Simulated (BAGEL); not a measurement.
# BH2F (SMILES [H]B([H])F) at HF/STO-3G (density fitting with qzvpp-jkfit)

Aim: the vertical electron affinity of BH2F at HF/STO-3G (density fitting with qzvpp-jkfit), from 2 runs. 

The calculation is run with BAGEL 1.2.2.

4 further runs of the same task are left out: 4 set aside as unsound or not needed.

### 1 The structure to begin with

BH2F: 4 atoms, total charge 0, spin state singlet. SMILES: `[H]B([H])F`. Geometry: relaxed at GFN2-xTB.

Bond lengths: B1–F4 1.306 Å, B1–H2 1.171 Å, B1–H3 1.171 Å. Angles: H2–B1–F4 117.3°, H3–B1–F4 117.3°, H2–B1–H3 125.4°.

### 2 A single-point energy at HF/STO-3G (density fitting with qzvpp-jkfit)

File calc.json:

```json
{ "bagel" : [

{
  "title" : "molecule",
  "basis" : "sto-3g",
  "df_basis" : "qzvpp-jkfit",
  "angstrom" : "true",
  "geometry" : [
    { "atom" : "B", "xyz" : [    0.029990,    0.049200,    0.000600 ] },
    { "atom" : "H", "xyz" : [    1.198420,   -0.033970,    0.015630 ] },
    { "atom" : "H", "xyz" : [   -0.578270,    1.050180,   -0.019450 ] },
    { "atom" : "F", "xyz" : [   -0.650140,   -1.065400,    0.003230 ] }
  ]
},
{
  "title" : "hf"
},
{
  "title" : "print",
  "file" : "orbitals.molden",
  "orbitals" : "true"
}

]}
```

The run is started by

```console
$ BAGEL_NUM_THREADS=1 BAGEL calc.json > calc.out
```

Output:

```text
* using 1 threads per process

  ===============================================================
  ===============================================================

  *** Geometry ***

  { "atom" : "B", "xyz" : [      0.056673,      0.092975,      0.001134 ] },
  { "atom" : "H", "xyz" : [      2.264686,     -0.064194,      0.029536 ] },
  { "atom" : "H", "xyz" : [     -1.092772,      1.984553,     -0.036755 ] },
  { "atom" : "F", "xyz" : [     -1.228587,     -2.013314,      0.006104 ] },

  Number of auxiliary basis functions:      188

  Since a DF basis is specified, we compute 2- and 3-index integrals:
    o Being stored without compression. Storage requirement is 0.000 GB

  Number of basis functions:       12
  Number of electrons      :       16

    * METHOD: MOLECULE                             0.03

  *** RHF ***

  === Nuclear Repulsion ===
    27.5083481709

      * DIIS with orbital gradients will be used.

  === RHF iteration (sto-3g) ===
      0       -123.55268087          0.03228946           0.00
      1       -123.59983999          0.00836692           0.00
      2       -123.60288077          0.00166472           0.00
      3       -123.60306707          0.00008224           0.00
      4       -123.60306768          0.00001591           0.00
      5       -123.60306770          0.00000285           0.00
      6       -123.60306770          0.00000092           0.00
      7       -123.60306770          0.00000016           0.00
      8       -123.60306770          0.00000002           0.00
      9       -123.60306770          0.00000000           0.00
    * SCF iteration converged.

    * Permanent dipole moment:
           (   -0.038703,    -0.063522,    -0.001005) a.u.

    * METHOD: HF                                   0.04

    * METHOD: PRINT                                0.00

  ===============================================================
```

Run time: 0.18 s. Hardware: 1 thread of Arm Neoverse V1, shared host.

### 3 The doublet anion at the same level

File calc.json:

```json
{ "bagel": [

{
  "title": "molecule",
  "basis": "sto-3g",
  "df_basis": "qzvpp-jkfit",
  "angstrom": "true",
  "geometry": [
    { "atom": "B", "xyz": [       0.029990,       0.049200,       0.000600 ] },
    { "atom": "H", "xyz": [       1.198420,      -0.033970,       0.015630 ] },
    { "atom": "H", "xyz": [      -0.578270,       1.050180,      -0.019450 ] },
    { "atom": "F", "xyz": [      -0.650140,      -1.065400,       0.003230 ] }
  ]
},

{
  "title": "uhf",
  "charge": -1,
  "nopen": 1
},

{
  "title": "print",
  "file": "orbitals.molden",
  "orbitals": "true"
}

]}
```

The run is started by

```console
$ BAGEL_NUM_THREADS=1 BAGEL calc.json > calc.out
```

Output:

```text
* using 1 threads per process

  ===============================================================
  ===============================================================

  *** Geometry ***

  { "atom" : "B", "xyz" : [      0.056673,      0.092975,      0.001134 ] },
  { "atom" : "H", "xyz" : [      2.264686,     -0.064194,      0.029536 ] },
  { "atom" : "H", "xyz" : [     -1.092772,      1.984553,     -0.036755 ] },
  { "atom" : "F", "xyz" : [     -1.228587,     -2.013314,      0.006104 ] },

  Number of auxiliary basis functions:      188

  Since a DF basis is specified, we compute 2- and 3-index integrals:
    o Being stored without compression. Storage requirement is 0.000 GB

  Number of basis functions:       12
  Number of electrons      :       16

    * METHOD: MOLECULE                             0.02

  *** Open-shell HF ***

  === Nuclear Repulsion ===
    27.5083481709

      * DIIS with orbital gradients will be used.

  === UHF iteration (sto-3g) ===
      0       -123.31966224          0.04270088           0.00
      1       -123.34975938          0.00758543           0.00
      2       -123.35128544          0.00202121           0.00
      3       -123.35158382          0.00033679           0.00
      4       -123.35163347          0.00014965           0.00
      5       -123.35164874          0.00002448           0.00
      6       -123.35164924          0.00000406           0.00
      7       -123.35164926          0.00000041           0.00
      8       -123.35164927          0.00000011           0.00
      9       -123.35164927          0.00000003           0.00
     10       -123.35164927          0.00000001           0.00
    * SCF iteration converged.

    * S^2 (UHF) is 0.7597

    * Permanent dipole moment:
           (    0.535428,     0.877386,    -0.001972) a.u.

    * METHOD: UHF                                  0.05

    * METHOD: PRINT                                0.00

  ===============================================================
```

It took 0.2 s on 1 thread of Arm Neoverse V1, shared host.

### 4 What came out

At HF/STO-3G (density fitting with qzvpp-jkfit):

| quantity | value |
| --- | --- |
| singlet BH2F: total energy | -123.60307 Eh |
| singlet BH2F: dipole moment | 0.19 D |
| singlet BH2F: HOMO energy | -11.04 eV |
| singlet BH2F: LUMO energy | 7.54 eV |
| singlet BH2F: HOMO–LUMO gap | 18.58 eV |
| doublet anion: total energy | -123.35165 Eh |
| doublet anion: ⟨S²⟩ | 0.760 |
| vertical electron affinity (to the doublet anion) | -6.841 eV |

The anion lies 6.84 eV (660 kJ/mol) above the neutral: the electron isn't bound at this level, and such a value depends on the basis. Without diffuse functions anions come out too high. Hartree–Fock misses the correlation that binds many anions. In a minimal basis such a difference can be off by several eV, whatever the method.
